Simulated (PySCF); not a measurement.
Methyl ethyl formamide, C4H9NO.
Atom-mapped SMILES: `[CH3:1][CH2:2][N:3]([CH3:4])[CH:5]=[O:6]` (hydrogens: H7, H8, H9 on C1; H10, H11 on C2; H12, H13, H14 on C4; H15 on C5)

Computed by this run: PBE0-D3(BJ)/def2-SVP geometry optimisation, gas phase (PySCF 2.14.0); density fitting, grid level 1; the optimiser is geomeTRIC in internal coordinates, started from an MMFF94s structure.

The end geometry, which sets the zero of energy:
```
atom  x, y, z in Å
C1     -1.7121   -0.4560    0.4792
C2     -0.8270    0.5337   -0.2626
N3      0.5896    0.2793   -0.0931
C4      1.2101   -0.7496   -0.8802
C5      1.2854    0.9888    0.8346
O6      0.8238    1.8471    1.5517
H7     -1.5253   -1.4939    0.1622
H8     -2.7744   -0.2379    0.2920
H9     -1.5361   -0.3894    1.5630
H10    -1.0525    0.5244   -1.3428
H11    -1.0088    1.5512    0.1118
H12     1.1380   -0.5299   -1.9596
H13     2.2751   -0.8215   -0.6166
H14     0.7516   -1.7375   -0.7031
H15     2.3627    0.6913    0.8637
```

Task: These geometries come from the run, each turned onto the end geometry. Order them by energy, lowest first.
A.
```
atom  x, y, z in Å
C1     -1.7001   -0.4084    0.5238
C2     -0.8285    0.5195   -0.3080
N3      0.5914    0.2825   -0.1316
C4      1.2391   -0.7253   -0.9252
C5      1.2369    0.9183    0.8805
O6      0.7311    1.7165    1.6368
H7     -1.5310   -1.4663    0.2688
H8     -2.7657   -0.1894    0.3574
H9     -1.4867   -0.2687    1.5935
H10    -1.0583    0.4154   -1.3812
H11    -1.0204    1.5644   -0.0235
H12     1.1517   -0.5032   -2.0021
H13     2.3083   -0.7623   -0.6708
H14     0.8145   -1.7293   -0.7486
H15     2.3176    0.6365    0.9304
```
B.
```
atom  x, y, z in Å
C1     -1.6938   -0.4075    0.5245
C2     -0.8241    0.5140   -0.3165
N3      0.5965    0.2931   -0.1288
C4      1.2284   -0.7193   -0.9291
C5      1.2394    0.9205    0.8923
O6      0.7382    1.7095    1.6619
H7     -1.5181   -1.4678    0.2843
H8     -2.7597   -0.1955    0.3521
H9     -1.4841   -0.2517    1.5927
H10    -1.0454    0.3903   -1.3894
H11    -1.0267    1.5619   -0.0517
H12     1.1293   -0.4947   -2.0042
H13     2.2997   -0.7597   -0.6857
H14     0.8025   -1.7224   -0.7502
H15     2.3177    0.6295    0.9478
```
C.
```
atom  x, y, z in Å
C1     -1.6975   -0.4317    0.4946
C2     -0.8334    0.5293   -0.3059
N3      0.5890    0.2791   -0.1088
C4      1.2303   -0.7493   -0.9045
C5      1.2793    0.9602    0.8735
O6      0.8086    1.8010    1.6285
H7     -1.5232   -1.4687    0.1906
H8     -2.7575   -0.2063    0.3425
H9     -1.4808   -0.3565    1.5652
H10    -1.0573    0.4494   -1.3753
H11    -1.0647    1.5552    0.0020
H12     1.1124   -0.5035   -1.9636
H13     2.2961   -0.8208   -0.6706
H14     0.7560   -1.7119   -0.6955
H15     2.3428    0.6747    0.9274
```
D.
```
atom  x, y, z in Å
C1     -1.6844   -0.3902    0.5325
C2     -0.8157    0.5131   -0.3313
N3      0.6011    0.2965   -0.1413
C4      1.2412   -0.7141   -0.9390
C5      1.2244    0.9116    0.8892
O6      0.6689    1.6049    1.7097
H7     -1.5192   -1.4570    0.3128
H8     -2.7523   -0.1721    0.3743
H9     -1.4588   -0.2186    1.5962
H10    -1.0486    0.3763   -1.4015
H11    -1.0196    1.5656   -0.0833
H12     1.1361   -0.5069   -2.0179
H13     2.3122   -0.7649   -0.6941
H14     0.8017   -1.7112   -0.7423
H15     2.3130    0.6672    0.9360
```

Result: A (0.004 eV), B (0.009 eV), D (0.025 eV), C (0.065 eV).

In the order of the answer:

```json
{"step": "6", "E above end (eV)": "0.004", "largest force (eV/Å)": "0.10", "rms force component (eV/Å)": "0.018", "rms distance from end (Å)": "0.100", "rms bond change (Å)": "0.001", "bond most changed (Å)": "C2–H10 -0.001"}
{"step": "4", "E above end (eV)": "0.009", "largest force (eV/Å)": "0.15", "rms force component (eV/Å)": "0.043", "rms distance from end (Å)": "0.111", "rms bond change (Å)": "0.001", "bond most changed (Å)": "C2–H10 -0.001"}
{"step": "1", "E above end (eV)": "0.025", "largest force (eV/Å)": "0.48", "rms force component (eV/Å)": "0.124", "rms distance from end (Å)": "0.143", "rms bond change (Å)": "0.002", "bond most changed (Å)": "N3–C5 -0.007"}
{"step": "0", "E above end (eV)": "0.065", "largest force (eV/Å)": "1.38", "rms force component (eV/Å)": "0.385", "rms distance from end (Å)": "0.061", "rms bond change (Å)": "0.011", "bond most changed (Å)": "N3–C5 +0.021"}
```

The cost below is that of the whole optimisation. On one thread of an Intel Xeon Platinum 8375C at 2.90 GHz, shared host with 128 logical CPUs at a one-minute load of 72, this took 84 s of wall time and 0.55 GiB of memory at its peak.
